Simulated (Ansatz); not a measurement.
This geometry of C2H5F2NO (11 atoms, charge 0, multiplicity 1) is a first-order saddle point.

These are results of RKS PBE0/def2-SVP in Ansatz, not measurements.

```xyz
11
Properties=species:S:1:pos:R:3
N 0.684 -1.170 -0.456
C 0.683 -0.014 0.380
C -0.510 0.905 0.138
O -1.688 0.244 0.111
F -0.317 1.560 -1.047
F -0.576 1.853 1.085
H 0.721 -1.050 -1.458
H 0.311 -2.044 -0.119
H 0.647 -0.322 1.436
H 1.598 0.591 0.253
H -1.488 -0.610 -0.302
```

Task: Which two structures does it join? (They come from a converged band through this point; their orientation in space is the band's.)

Result: No bond is made or broken. The height of N1 over the plane of its neighbours goes from 0.36 to -0.32 Å.

Initial state:

```xyz
11
Properties=species:S:1:pos:R:3
N 0.359 -1.212 -0.461
C 0.608 -0.051 0.371
C -0.521 0.944 0.125
O -1.711 0.330 0.058
F -0.262 1.618 -1.037
F -0.543 1.878 1.091
H 0.672 -1.057 -1.417
H 0.827 -2.043 -0.113
H 0.550 -0.344 1.429
H 1.574 0.458 0.210
H -1.485 -0.579 -0.236
```

Final state:

```xyz
11
Properties=species:S:1:pos:R:3
N 0.820 -1.188 -0.437
C 0.711 -0.032 0.411
C -0.492 0.859 0.133
O -1.691 0.229 0.206
F -0.338 1.408 -1.110
F -0.527 1.876 1.004
H 0.791 -0.954 -1.426
H 0.148 -1.921 -0.230
H 0.653 -0.345 1.464
H 1.609 0.598 0.311
H -1.618 -0.587 -0.305
```

Task: How far does it lie above each of them?

Result: 0.260 eV above the first and 0.020 eV above the second. This is the barrier of this one path; another mechanism may lie lower.

Run time: 3.2 min on 2 threads of Arm Neoverse V1, with other jobs on the host, peak memory 0.25 GiB.
